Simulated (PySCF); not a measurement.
Nitrogen trifluoride, NF₃.
Numbering: `[F:1][N:2]([F:3])[F:4]`

The same species was optimised twice, with GFN2-xTB and with PBE0-D3(BJ)/def2-SVP (PySCF), and the same property calculations (PySCF, gas phase) were run on both structures.

```tsv
coordinate	GFN2-xTB	PBE0-D3(BJ)/def2-SVP	change
N2–F4 (Å)	1.359	1.352	-0.007
N2–F3 (Å)	1.359	1.352	-0.007
F1–N2 (Å)	1.359	1.352	-0.007
F1–N2–F3 (°)	103.2	102.4	-0.8
F3–N2–F4 (°)	103.2	102.5	-0.7
F1–N2–F4 (°)	103.2	102.5	-0.7
```

Rotational constants: A = 10784, B = 10783, C = 5861 MHz (GFN2-xTB) against A = 10968, B = 10954, C = 5985 MHz (PBE0-D3(BJ)/def2-SVP). Point groups within 0.08 Å: C3v and C3v.

On the GFN2-xTB structure: HOMO (eV) -10.07 [PBE0/pcSseg-1]; LUMO (eV) 0.95 [PBE0/pcSseg-1]; dipole (D) 0.10 [PBE0/pcSseg-1]; GIAO shielding of F1/F3/F4 (mean) (ppm) 74.1 [PBE0/pcSseg-1]; GIAO shielding of N2 (ppm) -143.3 [PBE0/pcSseg-1].

Q: What do these properties become on the PBE0-D3(BJ)/def2-SVP structure?

A: 
```json
{"property": "HOMO (eV)", "level": "PBE0/pcSseg-1", "on GFN2-xTB": "-10.07", "on PBE0-D3(BJ)/def2-SVP": "-10.10", "change": "-0.03"}
{"property": "LUMO (eV)", "level": "PBE0/pcSseg-1", "on GFN2-xTB": "0.95", "on PBE0-D3(BJ)/def2-SVP": "1.13", "change": "+0.18"}
{"property": "dipole (D)", "level": "PBE0/pcSseg-1", "on GFN2-xTB": "0.10", "on PBE0-D3(BJ)/def2-SVP": "0.13", "change": "+0.03"}
{"property": "energy, GFN2-xTB geometry as zero (kcal/mol)", "level": "PBE0/pcSseg-1", "on GFN2-xTB": "0.0", "on PBE0-D3(BJ)/def2-SVP": "0.0", "change": "0.0"}
{"property": "GIAO shielding of F1/F3/F4 (mean) (ppm)", "level": "PBE0/pcSseg-1", "on GFN2-xTB": "74.1", "on PBE0-D3(BJ)/def2-SVP": "82.4", "change": "+8.3"}
{"property": "GIAO shielding of N2 (ppm)", "level": "PBE0/pcSseg-1", "on GFN2-xTB": "-143.3", "on PBE0-D3(BJ)/def2-SVP": "-134.4", "change": "+8.9"}
```

The heavy atoms differ by 0.012 Å rms after alignment. Among all bonds F1–N2, N2–F3 and N2–F4 change most and about equally (-0.007 Å). Changes are differences of the printed values. Neither structure is proved a minimum here.
